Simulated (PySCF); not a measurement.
A geometry optimisation on `N#[N+][O-]`.

Method: PBE0-D3(BJ)/def2-SVP geometry optimisation, gas phase (PySCF 2.14.0). Start geometry: GFN2-xTB. The command runs a driver script over a list of jobs; the input below is this job's line of settings and its coordinates in Å.

Command:
```bash
OMP_NUM_THREADS=1 python probes_run.py task.json out
```

Input:
```
{"job": {"xc": "PBE0", "basis": "def2-SVP", "d3": "d3bj", "grid": 1, "shake": 0.01, "kind": "geom"}, "charge": 0, "multiplicity": 1}
N     -1.096390     0.077100    -0.001610
N     -0.016770     0.098090    -0.006350
O      1.119170     0.100270    -0.011220
```

Output:
```
step   0  E = -184.31844364  max force = 0.147379
step   1  E = -184.32715643  max force = 0.018538
step   2  E = -184.32734115  max force = 0.005552
step   3  E = -184.32735933  max force = 0.000220
step   4  E = -184.32735936  max force = 0.000056
optimisation converged
```

Energies in Eh; «max force» is the largest Cartesian gradient component in Eh/bohr.

**Question.** How much energy does the optimisation release, in eV?

**Answer.** E(step 0) − E(last step) = 0.008916 Eh, which is 0.243 eV.

In short: final energy -184.32736 Eh after 4 steps; dipole 0.02 D.

**Question.** Estimate the wall time. Hardware: an Arm Neoverse V1 with one thread, shared host. And the peak memory of the process?

**Answer.** About 2.1 s, with 0.25 GiB resident at the peak, the Python interpreter and its libraries included.
Labels such as C1 count atoms from 1, the log's own numbers from 0.
